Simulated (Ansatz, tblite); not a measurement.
# The cluster SiSe₂+: which isomer is lowest

Aim: relax the candidate shapes of the cluster SiSe₂+ that a cheap search turned up, and see how the levels of theory order them.

Method: relaxed with r2SCAN-D4/def2-TZVP, doublet; program: Ansatz 0.2.0, Gaussian basis.

## 1. The system as given

3 atoms, charge 1, spin multiplicity 2.

Atoms are counted from 1 here; the program's logs count them from 0.

Bond lengths: Si1–Se2 2.098 Å, Si1–Se3 2.098 Å. Angles: Se2–Si1–Se3 180.0°.

The ion is computed in the gas phase, without counter-ions or solvent.

A search from random starts with GFN1-xTB found 3 distinct shapes; 2 go on here. The structure above is candidate A, which lies 0.00 eV above the lowest at that level; B lies 0.89 eV above the lowest at that level.

## 2. Relaxing candidate A

in.yaml

```yaml
crystal:
  periodic: [false, false, false]
  atoms:
    - {symbol: Si, position_ang: [0.000040, -0.000110, 0.000000]}
    - {symbol: Se, position_ang: [2.025710, 0.541970, -0.071940]}
    - {symbol: Se, position_ang: [-2.025760, -0.541860, 0.071940]}
basis:
  gaussian: {orbitals: def2-TZVP}
total_charge: 1
magnetization: {spin_polarized: true, initial_magnetization: 1}
hamiltonian: {xc: r2scan, dispersion: d4}
scf: {lower_state_search: "off"}
output: {orbitals: {seedname: orbitals}}
relax: {f_tol: 0.02, max_steps: 100}
```

Run with:

```
> ansatz run in.yaml --threads 4 --pin off --events-out ev --progress --plain --max-ram 3916MiB
```

Output (excerpt; [...] marks lines left out):

```text
Functional definition: r2SCAN
  name "r2SCAN"
  cite "Furness, Kaplan, Ning, Perdew & Sun, J. Phys. Chem. Lett. 11, 8208 (2020) doi:10.1021/acs.jpclett.0c02405"
  cite "Furness, Kaplan, Ning, Perdew & Sun, J. Phys. Chem. Lett. 11, 9248 (2020) doi:10.1021/acs.jpclett.0c03077"
  parent r2scan
[...]
1026 factors; their error is unknown
[...]
mean field -138567.76755015 eV, -5092.2715328618 hartree, gradient 4.2e-6 eV, S^2 0.790739; 0 other end points of the search recorded, 0 dependent functions left out
[...]
reference -138567.76756218 eV, -5092.2715333038 hartree; 41, 40 occupied and 92, 93 virtual orbitals, 1026 factors
relax step   1: F+E_penalty+E_count = -138567.78913783 eV  Δ(F+E_penalty+E_count) = +0.000e0 eV  max|allowed force component| = 3.277e-1 eV/Å  Δτ_max = 0.0000 Å  (21 SCF iters, accepted)
[...]
relax step   2: F+E_penalty+E_count = -138567.79407415 eV  Δ(F+E_penalty+E_count) = -4.936e-3 eV  max|allowed force component| = 5.517e-2 eV/Å  Δτ_max = 0.0172 Å  (28 SCF iters, accepted)
[...]
relax step   3: F+E_penalty+E_count = -138567.79420991 eV  Δ(F+E_penalty+E_count) = -1.358e-4 eV  max|allowed force component| = 2.300e-3 eV/Å  Δτ_max = 0.0025 Å  (27 SCF iters, accepted)
Total energy: -138567.79422193 eV, -5092.2725130315 hartree
Atom 0 at     0.000016    -0.000060     0.000000 Å, force    -0.000129     0.000053     0.000003 eV/Å
Atom 1 at     2.011540     0.538151    -0.071436 Å, force    -0.002170    -0.000625     0.000078 eV/Å
Atom 2 at    -2.011565    -0.538091     0.071436 Å, force     0.002300     0.000571    -0.000081 eV/Å
Dipole moment:     0.000002    -0.000035     0.000000 e Å
Checks for a lower state left out: stability, starts, cluster_reference, orbital_swaps, neighbouring_geometries, increment
```

It took 8.5 s on 4 threads of Arm Neoverse V2, shared host.

Relaxation path:

```csv
step,energy from step 1 (eV),largest force component (eV/Å)
1,0.0000,0.3277
2,-0.0049,0.0552
3,-0.0051,0.0023
```

Distances of close pairs at the start and the end, largest changes first:

| bond | before (Å) | after (Å) | change (Å) |
| --- | --- | --- | --- |
| Si1–Se3 | 2.098 | 2.084 | -0.015 |
| Si1–Se2 | 2.098 | 2.084 | -0.015 |

## 3. Relaxing candidate B

in.yaml

```yaml
crystal:
  periodic: [false, false, false]
  atoms:
    - {symbol: Si, position_ang: [-0.582970, -1.239490, -0.010000]}
    - {symbol: Se, position_ang: [-0.749710, 1.110260, -0.026900]}
    - {symbol: Se, position_ang: [1.332680, 0.129230, 0.036900]}
basis:
  gaussian: {orbitals: def2-TZVP}
total_charge: 1
magnetization: {spin_polarized: true, initial_magnetization: 1}
hamiltonian: {xc: r2scan, dispersion: d4}
scf: {lower_state_search: "off"}
output: {orbitals: {seedname: orbitals}}
relax: {f_tol: 0.02, max_steps: 100}
```

Same command.

Output (excerpt; [...] marks lines left out):

```text
Functional definition: r2SCAN
  name "r2SCAN"
  cite "Furness, Kaplan, Ning, Perdew & Sun, J. Phys. Chem. Lett. 11, 8208 (2020) doi:10.1021/acs.jpclett.0c02405"
  cite "Furness, Kaplan, Ning, Perdew & Sun, J. Phys. Chem. Lett. 11, 9248 (2020) doi:10.1021/acs.jpclett.0c03077"
  parent r2scan
[...]
1026 factors; their error is unknown
[...]
mean field -138568.38274705 eV, -5092.2941409309 hartree, gradient 2.8e-6 eV, S^2 0.763877; 0 other end points of the search recorded, 0 dependent functions left out
[...]
reference -138568.38275895 eV, -5092.2941413680 hartree; 41, 40 occupied and 92, 93 virtual orbitals, 1026 factors
relax step   1: F+E_penalty+E_count = -138568.40570582 eV  Δ(F+E_penalty+E_count) = +0.000e0 eV  max|allowed force component| = 1.696e-1 eV/Å  Δτ_max = 0.0000 Å  (18 SCF iters, accepted)
[...]
relax step   2: F+E_penalty+E_count = -138568.40697026 eV  Δ(F+E_penalty+E_count) = -1.264e-3 eV  max|allowed force component| = 1.905e-2 eV/Å  Δτ_max = 0.0049 Å  (26 SCF iters, accepted)
Total energy: -138568.40698214 eV, -5092.2950315541 hartree
Atom 0 at    -0.581043    -1.234982    -0.009969 Å, force     0.007604     0.019051     0.000115 eV/Å
Atom 1 at    -0.747027     1.106116    -0.026803 Å, force    -0.011459    -0.007133    -0.000286 eV/Å
Atom 2 at     1.328070     0.128866     0.036772 Å, force     0.003854    -0.011918     0.000171 eV/Å
Dipole moment:    -0.217452    -0.462204    -0.003731 e Å
Checks for a lower state left out: stability, starts, cluster_reference, orbital_swaps, neighbouring_geometries, increment
```

It took 5.5 s on 4 threads of Arm Neoverse V2, shared host.

Step by step:

```csv
step,energy from step 1 (eV),largest force component (eV/Å)
1,0.0000,0.1696
2,-0.0013,0.0191
```

Close pairs (by a distance rule), those that changed most:

```
   bond  before (Å)  after (Å)  change (Å)
Si1–Se2       2.356      2.347      -0.009
Se2–Se3       2.303      2.295      -0.008
Si1–Se3       2.355      2.347      -0.008
```

## 4. The relaxed candidates

| candidate | point group | bonds (count, mean Å) | energy above the lowest (kJ/mol) |
| --- | --- | --- | --- |
| A | Dinfh | Se–Si 2, 2.08 | 59.1 |
| B | C2v | Se–Si 2, 2.35; Se–Se 1, 2.29 | 0.0 |

## 5. Candidate A, GFN1-xTB

Tight binding, by tblite at 300 K electronic temperature and without a spin-polarisation term:

```python
tblite.interface.Calculator('GFN1-xTB', numbers, positions, charge=1, uhf=1).singlepoint()
```

Energy -220.3889 eV; 0.003 s.

## 6. Candidate A, GFN2-xTB

Tight binding, by tblite at 300 K electronic temperature and without a spin-polarisation term:

```python
tblite.interface.Calculator('GFN2-xTB', numbers, positions, charge=1, uhf=1).singlepoint()
```

Energy -208.7544 eV; 0.002 s.

## 7. Candidate A, PBE0-D4/def2-TZVP

start.molden holds the orbitals of an earlier run on this state, given as this run's starting guess.

in.yaml

```yaml
crystal:
  periodic: [false, false, false]
  atoms:
    - {symbol: Si, position_ang: [0.000016, -0.000060, 0.000000]}
    - {symbol: Se, position_ang: [2.011540, 0.538151, -0.071436]}
    - {symbol: Se, position_ang: [-2.011565, -0.538091, 0.071436]}
basis:
  gaussian: {orbitals: def2-TZVP, initial_orbitals: start.molden}
total_charge: 1
magnetization: {spin_polarized: true, initial_magnetization: 1}
hamiltonian: {xc: pbe0, dispersion: d4}
scf: {omitted_lower_state_checks: [starts]}
output: {orbitals: {seedname: orbitals}}
```

The command is unchanged.

Output (excerpt; [...] marks lines left out):

```text
Functional definition: PBE0
  name "PBE0"
  cite "Adamo & Barone, J. Chem. Phys. 110, 6158 (1999) doi:10.1063/1.478522"
  cite "Perdew, Burke & Ernzerhof, Phys. Rev. Lett. 77, 3865 (1996) doi:10.1103/PhysRevLett.77.3865"
  parent pbe
[...]
874 factors; integrals over basis functions are off by at most 9.2e-4 eV
[...]
mean field -138550.22268706 eV, -5091.6267710356 hartree, gradient 5.2e-6 eV, S^2 0.802164; 0 other end points of the search recorded, 0 dependent functions left out
reference -138550.22271136 eV, -5091.6267719286 hartree; 41, 40 occupied and 92, 93 virtual orbitals, 874 factors
Total energy: -138550.31678510 eV, -5091.6302290747 hartree
Checks for a lower state left out: starts
```

Run time: 20 s. Hardware: 4 threads of Arm Neoverse V2, shared host; peak memory 0.57 GiB.

From the report: HOMO -13.27 eV, LUMO -11.41 eV (over both spins); ⟨S²⟩ 0.802 (pure: 0.75).

## 8. Candidate A, PBE-D4/def2-TZVP

Edit in.yaml of step 7 so:

```diff
@@ -10,4 +10,4 @@
 magnetization: {spin_polarized: true, initial_magnetization: 1}
-hamiltonian: {xc: pbe0, dispersion: d4}
+hamiltonian: {xc: pbe, dispersion: d4}
 scf: {omitted_lower_state_checks: [starts]}
-output: {orbitals: {seedname: orbitals}}
+output: {forces: true, orbitals: {seedname: orbitals}}
```

Launched as before.

Output (excerpt; [...] marks lines left out):

```text
Functional definition: PBE
  name "PBE"
  cite "Perdew, Burke & Ernzerhof, Phys. Rev. Lett. 77, 3865 (1996) doi:10.1103/PhysRevLett.77.3865"
  parent pbe
[...]
1026 factors; their error is unknown
[...]
mean field -138545.77043009 eV, -5091.4631536096 hartree, gradient 4.9e-10 eV, S^2 0.763556; 0 other end points of the search recorded, 0 dependent functions left out
[...]
reference -138545.77046223 eV, -5091.4631547909 hartree; 41, 40 occupied and 92, 93 virtual orbitals, 1026 factors
Total energy: -138545.87980026 eV, -5091.4671728894 hartree
Atom 0 at     0.000016    -0.000060     0.000000 Å, force    -0.000156     0.000047     0.000005 eV/Å
Atom 1 at     2.011540     0.538151    -0.071436 Å, force     0.386349     0.103310    -0.013720 eV/Å
Atom 2 at    -2.011565    -0.538091     0.071436 Å, force    -0.386193    -0.103357     0.013715 eV/Å
Dipole moment:     0.000003    -0.000025     0.000000 e Å
Checks for a lower state left out: starts
```

Run time: 12 s. Hardware: 4 threads of Arm Neoverse V2, shared host.

From the report: HOMO -12.21 eV, LUMO -12.12 eV (over both spins); ⟨S²⟩ 0.764 (pure: 0.75).

## 9. Candidate A, r2SCAN-D4/def2-TZVP

Edit in.yaml of step 8 so:

```diff
@@ -10,4 +10,4 @@
 magnetization: {spin_polarized: true, initial_magnetization: 1}
-hamiltonian: {xc: pbe, dispersion: d4}
+hamiltonian: {xc: r2scan, dispersion: d4}
 scf: {omitted_lower_state_checks: [starts]}
-output: {forces: true, orbitals: {seedname: orbitals}}
+output: {orbitals: {seedname: orbitals}}
```

Same command.

Output:

```text
Functional definition: r2SCAN
  name "r2SCAN"
  cite "Furness, Kaplan, Ning, Perdew & Sun, J. Phys. Chem. Lett. 11, 8208 (2020) doi:10.1021/acs.jpclett.0c02405"
  cite "Furness, Kaplan, Ning, Perdew & Sun, J. Phys. Chem. Lett. 11, 9248 (2020) doi:10.1021/acs.jpclett.0c03077"
  parent r2scan
  parameter k0 = 0.174
  parameter k1 = 0.065
  parameter a1 = 4.9479
  exchange = r2scan_x(k0 = k0, k1 = k1, a1 = a1)
  correlation = r2scan_c
these checks for a lower state are left out or cut short: starts
1026 factors; their error is unknown
mean field evaluation 1: about -138567.7897 eV, gradient 6.6e0 eV
mean field evaluation 2: about -138567.8358 eV, gradient 9.0e-2 eV
mean field evaluation 4: about -138567.7726 eV, gradient 7.5e-4 eV
mean field evaluation 8: about -138567.7726 eV, gradient 2.0e-5 eV
mean field -138567.77257214 eV, -5092.2717174164 hartree, gradient 7.9e-6 eV, S^2 0.788765; 0 other end points of the search recorded, 0 dependent functions left out
reference -138567.77258415 eV, -5092.2717178579 hartree; 41, 40 occupied and 92, 93 virtual orbitals, 1026 factors
Total energy: -138567.79422193 eV, -5092.2725130314 hartree
Checks for a lower state left out: starts
```

Wall time 12 s (4 threads of Arm Neoverse V2, shared host).

HOMO -12.49 eV, LUMO -12.06 eV (over both spins); ⟨S²⟩ 0.789 (pure: 0.75).

## 10. Candidate A, r2SCANh-D4/def2-TZVP

Edit in.yaml of step 9 so:

```diff
@@ -10,3 +10,3 @@
 magnetization: {spin_polarized: true, initial_magnetization: 1}
-hamiltonian: {xc: r2scan, dispersion: d4}
+hamiltonian: {xc: {name: r2SCANh}, dispersion: d4}
 scf: {omitted_lower_state_checks: [starts]}
```

Same command.

Output (excerpt; [...] marks lines left out):

```text
Functional definition: r2SCANh
  name "r2SCANh"
  cite "Bursch, Neugebauer, Ehlert & Grimme, J. Chem. Phys. 156, 134105 (2022) doi:10.1063/5.0086040"
  cite "Furness, Kaplan, Ning, Perdew & Sun, J. Phys. Chem. Lett. 11, 8208 (2020) doi:10.1021/acs.jpclett.0c02405"
  cite "Furness, Kaplan, Ning, Perdew & Sun, J. Phys. Chem. Lett. 11, 9248 (2020) doi:10.1021/acs.jpclett.0c03077"
  parent r2scan
[...]
874 factors; integrals over basis functions are off by at most 9.2e-4 eV
[...]
mean field -138567.44750408 eV, -5092.2597713855 hartree, gradient 3.2e-6 eV, S^2 0.806194; 0 other end points of the search recorded, 0 dependent functions left out
reference -138567.44751506 eV, -5092.2597717892 hartree; 41, 40 occupied and 92, 93 virtual orbitals, 874 factors
Total energy: -138567.47242636 eV, -5092.2606872624 hartree
Checks for a lower state left out: starts
```

It took 15 s on 4 threads of Arm Neoverse V2, shared host.

HOMO -12.87 eV, LUMO -11.76 eV (over both spins); ⟨S²⟩ 0.806 (pure: 0.75).

## 11. Candidate A, B97M-V/def2-TZVP

Edit in.yaml of step 10 so:

```diff
@@ -10,3 +10,3 @@
 magnetization: {spin_polarized: true, initial_magnetization: 1}
-hamiltonian: {xc: {name: r2SCANh}, dispersion: d4}
+hamiltonian: {xc: {name: B97M-V}}
 scf: {omitted_lower_state_checks: [starts]}
```

Same command.

Output (excerpt; [...] marks lines left out):

```text
Functional definition: B97M-V
  name "B97M-V"
  cite "Mardirossian & Head-Gordon, J. Chem. Phys. 142, 074111 (2015) doi:10.1063/1.4907719"
  cite "Becke, J. Chem. Phys. 107, 8554 (1997) doi:10.1063/1.475007"
  cite "Vydrov & Van Voorhis, J. Chem. Phys. 133, 244103 (2010) doi:10.1063/1.3521275"
  # Of w^i u^j: cxij and so on, Table III.
[...]
  gx(w, u) = cx00 + cx01*u + cx02*u^2 + (cx10 + cx11*u)*w
  gss(w, u) = css00 + css02*u^2 + css10*w + (css32*w^3 + css42*w^4)*u^2
  gos(w, u) = cos00 + cos01*u + cos03*u^3 + cos10*w + cos32*w^3*u^2
[...]
      + integral(e_c_pw_mod_opposite_spin*gos(b97_w_opposite, b97_u_opposite)) + vv10(b, c)
[...]
1026 factors; their error is unknown
[...]
mean field -138543.20964869 eV, -5091.3690466289 hartree, gradient 2.1e-6 eV, S^2 0.786797; 0 other end points of the search recorded, 0 dependent functions left out
reference -138543.20969555 eV, -5091.3690483511 hartree; 41, 40 occupied and 92, 93 virtual orbitals, 1026 factors
Total energy: -138543.20969555 eV, -5091.3690483511 hartree
Checks for a lower state left out: starts
```

Wall time 40 s (4 threads of Arm Neoverse V2, shared host).

From the report: HOMO -12.48 eV, LUMO -11.90 eV (over both spins); ⟨S²⟩ 0.787 (pure: 0.75).

## 12. Candidate A, CCSD(T)/def2-TZVPP

in.yaml

```yaml
crystal:
  periodic: [false, false, false]
  atoms:
    - {symbol: Si, position_ang: [0.000016, -0.000060, 0.000000]}
    - {symbol: Se, position_ang: [2.011540, 0.538151, -0.071436]}
    - {symbol: Se, position_ang: [-2.011565, -0.538091, 0.071436]}
basis:
  gaussian: {orbitals: def2-TZVPP, initial_orbitals: start.molden}
total_charge: 1
magnetization: {spin_polarized: true, initial_magnetization: 1}
correlation: {method: ccsd_t}
scf: {omitted_lower_state_checks: [starts, cluster_reference]}
output: {orbitals: {seedname: orbitals}}
```

Launched as before.

Output (excerpt; [...] marks lines left out):

```text
Functional definition: HF
  name "HF"
  cite "Fock, Z. Phys. 61, 126 (1930) doi:10.1007/BF01340294"
  parent pbe
[...]
905 factors; integrals over basis functions are off by at most 8.8e-4 eV
[...]
mean field -138461.45802896 eV, -5088.3647300172 hartree, gradient 1.2e-9 eV, S^2 1.103080; 0 other end points of the search recorded, 0 dependent functions left out
23 core orbitals not correlated: weight in the atoms' cores, before any rotation towards them, 1.000 or more for the frozen orbitals, at most 0.000 for the correlated occupied ones
reference -138461.45802896 eV, -5088.3647300172 hartree; 18, 17 occupied and 97, 98 virtual orbitals, 905 factors
second order -15.66909551 eV of doubles, -0.00000000 eV of singles
cycle   1  -15.58228154 eV  change    8.7e-2 eV  update   1.3e-1
[...]
cycle  12  -16.36047314 eV  change    1.5e-5 eV  update   6.9e-6
perturbative correction -0.85602513 eV, -0.0314583435 hartree
Total energy: -138478.67452724 eV, -5088.9974246591 hartree
Checks for a lower state left out: starts, cluster_reference
```

Run time: 26 s. Hardware: 4 threads of Arm Neoverse V2, shared host; peak memory 1.1 GiB.

Hartree-Fock HOMO -15.47 eV, LUMO -7.48 eV (over both spins); ⟨S²⟩ 1.103 (pure: 0.75); T1 0.033. Doubts: spin contamination.

## 13. A against B

The energies of B at these levels come from its own runs, whose logs aren't repeated here.

```
               level  A above B (kJ/mol)     time
            GFN1-xTB               -81.0  0.005 s
            GFN2-xTB               -52.0  0.004 s
      HF/def2-TZVPP†               +54.9         
    PBE-D4/def2-TZVP               +73.7     13 s
 r2SCAN-D4/def2-TZVP               +59.1     16 s
    B97M-V/def2-TZVP               +63.6     48 s
r2SCANh-D4/def2-TZVP               +64.3     22 s
   PBE0-D4/def2-TZVP               +82.3     23 s
     MP2/def2-TZVPP†              +114.0         
    CCSD/def2-TZVPP†               +77.7         
 CCSD(T)/def2-TZVPP†               +76.3     46 s
```

Times add the two runs; a level without a time comes out of a correlated run. † marks a level with a doubtful state (flagged, unstable, out of aufbau order, or strongly spin-contaminated); such levels are left out of the summary. CCSD(T)/def2-TZVPP is no safe reference here (spin contamination).

## 14. Outcome

| quantity | value |
| --- | --- |
| A above B, range of the levels free of doubt, tight binding aside | +59.1 to +82.3 kJ/mol |
| levels that put A lower | GFN1-xTB, GFN2-xTB |

The levels disagree on A and B: 2 of 7 put A lower. The search was small, so a lower isomer may exist. Only doublets are compared; another spin may lie lower and prefer another shape.
